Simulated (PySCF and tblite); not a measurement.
The numbers below are computed, except where a source is named.
C₄H₈O, numbered as in [CH3:1][CH2:2][CH2:3][CH:4]=[O:5].

Conformers came from 90 starts (ETKDG and KDG, MMFF94s, GFN2-xTB); geometries are PBE0-D3(BJ)/def2-SVP. Energies: PBE0-D3(BJ)/def2-TZVP (IEF-PCM, chloroform), with GFN2-xTB thermal terms (modes under about 100 cm⁻¹ blended into free rotors). Symmetry numbers and mirror images are counted. Conformers within 3 kcal/mol (GFN2-xTB free energy) were kept, 8 at most. (PySCF 2.14, tblite 0.8.)

An NOE distance is ⟨r⁻⁶⟩^(−1/6) over all pairs of like atoms and, for the average, over conformers.

Torsions listed: C1–C2–C3–C4, C2–C3–C4–O5. Of a mirror pair one member is shown.

```tsv
conformer	shape	weight %
1	180°, 0°	35.8
2	71°, 4°	29.0
3	177°, 131°	16.4
4	-66°, 134°	16.1
```

Not shown: 1 more, 2.8 % in all.

(1) Which H–H contacts under 3.5 Å would NOEs report (pairs on one atom left out) at 298.15 K?

(2) In a model where alignment follows shape alone (order matrix 0.0005 × (3G/tr G − 1)/2, G the second moments of the atom positions; splitting J + 2D), what are the one-bond C–H dipolar couplings D?

Thermal terms of a conformer that GFN2-xTB lacks, or places elsewhere, come from the nearest GFN2-xTB minimum; such a conformer stays in the set even outside the window.

## Answers

(1) 
```csv
pair,in 1 (Å),in 2 (Å),in 3 (Å),in 4 (Å),average (Å)
H3 ··· H4,2.49,2.48,2.77,2.77,2.57
H1 ··· H2,2.64,2.63,2.63,2.63,2.63
H2 ··· H3,2.72,2.60,2.71,2.58,2.65
H1 ··· H3,2.97,3.21,2.96,3.24,3.07
H2 ··· H4,3.81,4.01,2.70,2.77,3.17
```

Longer pairs under the limit may be missing.

(2) H1 0.8 Hz (1.5 in conformer 1), H2 2.6 Hz (3.4 in conformer 1), H3 2.5 Hz (3.4 in conformer 1), H4 -0.9 Hz (-2.4 in conformer 1).
